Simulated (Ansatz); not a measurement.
We consider hcp Hf, described by r²SCANh (PAW; Ansatz, a first-principles code).

Run with plane-wave cutoff 520 eV, 12×12×6 k mesh (along the axes of the cell as run), Fermi–Dirac smearing 0.05 eV, scalar-relativistic PAW data made under PBE.

Computed at the level's own relaxed cell.

Problem. Give the computed lattice constant a and c axis length.

Solution. 
- lattice constant a = 3.205 Å
- c axis length = 5.066 Å

Measured, for comparison: lattice constant a 3.194 Å (293 K, not corrected to a static lattice, our sources range from 3.194 to 3.200; as tabulated in Wikipedia's data pages); lattice parameter c 5.051 Å (293 K, not corrected to a static lattice; as tabulated in Wikipedia's data pages). Computed (rounded) less measured: lattice constant a +0.3 % (+0.2 % to +0.3 % over the range), lattice parameter c +0.3 %.

Spin–orbit coupling is not included.

Computing time: very roughly 50 core-minutes.
